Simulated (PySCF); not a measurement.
# Changing the system itself: NaO

How does NaO answer to another spin, charge, distance or environment?

The runs use PySCF 2.14.0; each script names its method and basis.

3 further runs of the same task are left out: 3 that didn't finish.

**1. Where the work starts**

NaO: 2 atoms, charge 0, spin multiplicity 2.

Bond lengths: Na1–O2 2.023 Å.

**2. The base run**

input.py

```python
from pyscf import gto, scf, cc

mol = gto.M(
    atom='Na 0 0 0; O 0 0 2.023',
    basis='minao',
    charge=0,
    spin=1,
    verbose=3,
)
mf = scf.ROHF(mol)
mf.kernel()
mycc = cc.CCSD(mf)
mycc.kernel()
mf.dip_moment()
print('orbital energies (hartree):', mf.mo_energy[..., max(0, mol.nelec[1]-3):mol.nelec[0]+3].round(4))
```

Run with:

```sh
$ OMP_NUM_THREADS=1 python input.py
```

The log of this run is left out.

Base result: E(SCF) = -236.603420 Eh, E(CCSD) − E(SCF) = -0.03784 Eh, μ = 6.55 D (of the SCF density).

The bond length is a typed value, not an optimised one.

**3. Charge -1 (triplet)**

Edit 1 changes charge: 0 → -1; spin (2S): 1 → 2.

input.py

```python
from pyscf import gto, scf, cc

mol = gto.M(
    atom='Na 0 0 0; O 0 0 2.023',
    basis='minao',
    charge=-1,
    spin=2,
    verbose=3,
)
mf = scf.ROHF(mol)
mf.kernel()
mycc = cc.CCSD(mf)
mycc.kernel()
mf.dip_moment()
print('orbital energies (hartree):', mf.mo_energy[..., max(0, mol.nelec[1]-3):mol.nelec[0]+3].round(4))
```

Run with:

```sh
$ OMP_NUM_THREADS=1 python input.py
```

**4. Charge +1 (triplet)**

Edit 2 changes charge: 0 → 1; spin (2S): 1 → 2.

Changes to input.py since step 2:

```diff
@@ -5,4 +5,4 @@
     basis='minao',
-    charge=0,
-    spin=1,
+    charge=1,
+    spin=2,
     verbose=3,
```

**5. PCM, ε = 32.6**

Edit 3 changes solvent: none (gas phase) → PCM, ε = 32.6; step after the SCF: ccsd → analyze.

input.py

```python
from pyscf import gto, scf, solvent

mol = gto.M(
    atom='Na 0 0 0; O 0 0 2.023',
    basis='minao',
    charge=0,
    spin=1,
    verbose=3,
)
mf = scf.ROHF(mol)
mf = solvent.PCM(mf)
mf.with_solvent.eps = 32.6
mf.kernel()
mf.analyze()
print('orbital energies (hartree):', mf.mo_energy[..., max(0, mol.nelec[1]-3):mol.nelec[0]+3].round(4))
```

**6. Lengths in bohr**

Edit 4 changes length unit: angstrom → bohr; bond length: 2.023 Å → 2.023 bohr.

Changes to input.py since step 2:

```diff
@@ -7,2 +7,3 @@
     spin=1,
+    unit='bohr',
     verbose=3,
```

**Question.** What will these runs give? Wanted: for each run, E(SCF); from base; SCF dipole; after the SCF.

As calculated:

```csv
run,E(SCF) (hartree),from base (eV),SCF dipole (D),after the SCF
base,-236.603420,0,6.55,CCSD correlation -1.030 eV
charge -1 (triplet),-236.511270,+2.5075,n/a,CCSD correlation 0.000 eV
charge +1 (triplet),-236.469957,+3.6317,n/a,CCSD correlation -0.011 eV
"PCM, ε = 32.6",-236.629233,-0.7024,7.96,n/a
lengths in bohr (poor choice),-235.825917,not comparable,0.94,CCSD correlation -0.538 eV
```

**Reading.** At the SCF level, adding an electron (to the triplet) costs 2.51 eV at fixed geometry; correlation, diffuse functions and relaxation can still bind it. At the SCF level, going to the triplet with one electron fewer costs 3.63 eV at fixed geometry, which need not be the lowest ionisation. A continuum solvent with ε = 32.6 lowers the energy by 0.702 eV. Rows marked «poor choice» come from settings spoiled on purpose.
